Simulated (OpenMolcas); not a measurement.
How methods differ on CH2AlN (SMILES N#[C][AlH2])

The species is CH2AlN (5 atoms), meant as a singlet with charge 0. SMILES: `N#[C][AlH2]`. Geometry: relaxed at PBE0-D4/def2-TZVP.

```xyz
5

N     1.3823   -1.3460    1.3942
C     0.7142   -0.6980    0.7118
Al   -0.4072    0.3900   -0.4346
H    -1.6297   -0.3229   -1.1202
H    -0.0097    1.9032   -0.5926
```

Each level gives the energy change with the C2–Al3 bond stretched from 1.938 to 4.263 Å (eV). The values are calculated.

| level | kind | program | value (eV) | less CCSD(T)/aug-cc-pVDZ | CPU time (all runs) |
| --- | --- | --- | --- | --- | --- |
| HF/aug-cc-pVDZ (unrestricted) | Hartree–Fock | OpenMolcas | 5.07 | +0.45 | 45 s |
| SVWN5/aug-cc-pVDZ (restricted) | LDA | OpenMolcas | 4.44 | -0.18 | 50 s |
| revPBE/aug-cc-pVDZ (restricted) | GGA | OpenMolcas | 4.10 | -0.52 | 69 s |
| r2SCAN/aug-cc-pVDZ (restricted) | meta-GGA | OpenMolcas | 4.50 | -0.12 | 1.7 min |
| BHLYP/aug-cc-pVDZ (restricted) | global hybrid | OpenMolcas | 4.97 | +0.35 | 37 s |
| B2PLYP/aug-cc-pVDZ (restricted) | double hybrid | OpenMolcas | 4.69 | +0.07 | 34 s |
| MP2/aug-cc-pVDZ (restricted) | perturbation theory | OpenMolcas | 5.04 | +0.42 | 14 s |
| CCSD(T)/aug-cc-pVDZ (restricted) | coupled cluster or CI | OpenMolcas | 4.62 | 0.00 | 69 s |

CCSD(T)/aug-cc-pVDZ (restricted) is the highest level here, not the true value. At this stretch a single reference begins to fail. The first shape isn't each level's own minimum. The values span 4.10 to 5.07 eV. Times are those of the runs behind each value, whatever else they computed, on shared processors of several kinds: orders of magnitude only.
